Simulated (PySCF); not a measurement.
# Li₂H₂: magnetic properties

Wanted: magnetic properties for Li₂H₂.

Computed with PySCF 2.14.0 and routines of our own; the level stands in each step. Atoms count from 0.

### 1 The starting structure

4 atoms, charge 0, multiplicity 1; geometry from: GFN2-xTB.

### 2 Magnetic properties: GIAO PBE0/def2-SVP

What the job is given:

```
{"job": {"kind": "mag", "xc": "PBE0", "basis": "def2-SVP"}, "charge": 0, "multiplicity": 1}
Li     0.748450     0.467780    -0.657020
H     -0.711410     1.057560    -0.059410
Li    -0.748660    -0.467860     0.656490
H      0.711620    -1.057470     0.059940
```

Level: GIAO PBE0/def2-SVP magnetisability, rotational g tensor and spin-rotation constants, non-relativistic, gas phase.

Launch:

```bash
> OMP_NUM_THREADS=1 python excited_run.py task.json out
```

One launch serves the whole session: the jobs run in the order shown.

Log:

```text
coarse grid: 3392 points
cycle   1  E = -16.1447427505  dE = -2.280e-01  |g| = 2.178e-01  |ddm| = 1.307e+00
cycle   2  E = -16.1659710258  dE = -2.123e-02  |g| = 6.113e-02  |ddm| = 4.466e-01
cycle   3  E = -16.1682153890  dE = -2.244e-03  |g| = 2.972e-03  |ddm| = 9.882e-02
cycle   4  E = -16.1682209848  dE = -5.596e-06  |g| = 1.251e-04  |ddm| = 9.115e-03
final grid: 32440 points
cycle   5  E = -16.1654603268  dE = -2.023e-05  |g| = 1.209e-03  |ddm| = 8.081e-03
cycle   6  E = -16.1654609117  dE = -5.849e-07  |g| = 2.519e-04  |ddm| = 3.141e-03
cycle   7  E = -16.1654609425  dE = -3.079e-08  |g| = 2.282e-05  |ddm| = 3.584e-04
cycle   8  E = -16.1654609428  dE = -2.737e-10  |g| = 2.772e-06  |ddm| = 5.184e-05
converged SCF energy = -16.1654609428

Magnetisability tensor (1e-30 J/T^2)
     -143.65       62.06      -19.79
       62.06     -195.92       -6.49
      -19.79       -6.49     -114.68
isotropic -151.42   principal values    -237.38   -129.37    -87.50
isotropic susceptibility -9.119 1e-6 cm^3/mol

Inertial axes            a          b          c
rot. const./GHz    153.9953    29.7527    24.9351
chi total            -5.270    -14.295     -7.791
chi diamagnetic     -38.790    -36.944    -60.021
chi paramagnetic     33.521     22.649     52.230
quadrupole/D A       16.093    -15.911     -0.182
g nuclear            0.9995     0.4307     0.5228
g electronic        -2.4251    -0.3166    -0.6118
g total             -1.4257     0.1141    -0.0890

Spin-rotation constants (kHz, H = +C I.J)
atom  isotope        aa         bb         cc
  0    7Li        9.584      0.447      1.303
  1     1H       -0.443     -1.007     -1.578
  2    7Li        9.586      0.447      1.303
  3     1H       -0.444     -1.007     -1.577
```

It took 0.65 s on 1 thread of Arm Neoverse V1, shared host; peak memory 0.19 GiB.

In short:

```csv
quantity,value
magnetisability,-151·10⁻³⁰ J/T²
molar susceptibility,-9.1·10⁻⁶ cm³/mol
"rotational g (a, b, c)","-1.4257, 0.1141, -0.0890"
```

### 3 Magnetic properties: GIAO B97-2/def2-SVP

What the job is given:

```
{"job": {"kind": "mag", "xc": "B97-2", "basis": "def2-SVP"}, "charge": 0, "multiplicity": 1}
Li     0.748450     0.467780    -0.657020
H     -0.711410     1.057560    -0.059410
Li    -0.748660    -0.467860     0.656490
H      0.711620    -1.057470     0.059940
```

With the program's defaults for keys left out, this is: GIAO B97-2/def2-SVP magnetisability, rotational g tensor and spin-rotation constants, non-relativistic, gas phase.

Log:

```text
coarse grid: 3392 points
cycle   1  E = -16.1921597883  dE = -2.210e-01  |g| = 2.306e-01  |ddm| = 1.305e+00
cycle   2  E = -16.2154338094  dE = -2.327e-02  |g| = 7.397e-02  |ddm| = 4.806e-01
cycle   3  E = -16.2186925732  dE = -3.259e-03  |g| = 3.408e-03  |ddm| = 1.196e-01
cycle   4  E = -16.2186987748  dE = -6.202e-06  |g| = 1.418e-04  |ddm| = 8.973e-03
final grid: 32440 points
cycle   5  E = -16.2171985666  dE = -1.965e-05  |g| = 1.296e-03  |ddm| = 8.086e-03
cycle   6  E = -16.2171992625  dE = -6.958e-07  |g| = 3.217e-04  |ddm| = 3.356e-03
cycle   7  E = -16.2171993123  dE = -4.987e-08  |g| = 2.726e-05  |ddm| = 4.748e-04
cycle   8  E = -16.2171993127  dE = -3.501e-10  |g| = 2.477e-06  |ddm| = 4.441e-05
converged SCF energy = -16.2171993127

Magnetisability tensor (1e-30 J/T^2)
     -145.48       60.43      -17.13
       60.43     -196.13       -4.79
      -17.13       -4.79     -115.63
isotropic -152.41   principal values    -236.58   -127.97    -92.69
isotropic susceptibility -9.179 1e-6 cm^3/mol

Inertial axes            a          b          c
rot. const./GHz    153.9953    29.7527    24.9351
chi total            -5.582    -14.247     -7.706
chi diamagnetic     -38.808    -36.821    -60.032
chi paramagnetic     33.226     22.573     52.325
quadrupole/D A       16.176    -16.067     -0.110
g nuclear            0.9995     0.4307     0.5228
g electronic        -2.4038    -0.3155    -0.6130
g total             -1.4043     0.1152    -0.0902

Spin-rotation constants (kHz, H = +C I.J)
atom  isotope        aa         bb         cc
  0    7Li        9.215      0.420      1.269
  1     1H       -0.576     -1.020     -1.580
  2    7Li        9.217      0.420      1.269
  3     1H       -0.577     -1.020     -1.580
```

It took 0.42 s on 1 thread of Arm Neoverse V1, shared host; peak memory 0.19 GiB.

Key values:

```csv
quantity,value
magnetisability,-152·10⁻³⁰ J/T²
molar susceptibility,-9.2·10⁻⁶ cm³/mol
"rotational g (a, b, c)","-1.4043, 0.1152, -0.0902"
```

### 4 Magnetic properties side by side

```csv
level,ξ (10⁻³⁰ J/T²),g(a),g(b),gap (eV),functions,time
GIAO PBE0/def2-SVP,-151,-1.4257,0.1141,5.45,28,0.65 s
GIAO B97-2/def2-SVP,-152,-1.4043,0.1152,5.22,28,0.42 s
```

### 5 Results

| quantity | value |
| --- | --- |
| magnetisability (step 2, GIAO PBE0/def2-SVP) | -151·10⁻³⁰ J/T² |
| molar susceptibility (step 2, GIAO PBE0/def2-SVP) | -9.1·10⁻⁶ cm³/mol |
| rotational g (a, b, c) (step 2, GIAO PBE0/def2-SVP) | -1.4257, 0.1141, -0.0890 |
| magnetisability over the levels | -152 to -151·10⁻³⁰ J/T² |

What this shows: The geometry comes from tight binding, which is rough for metal atoms, and these values hang on it. The magnetisability spreads by 0.7 % over 2 levels, from GIAO B97-2/def2-SVP (0.42 s) to GIAO PBE0/def2-SVP (0.65 s); the runs took 0.42 s to 0.65 s. Two levels can agree by chance, so this spread shows no convergence. Vibrational averaging and real surroundings are missing from these values.
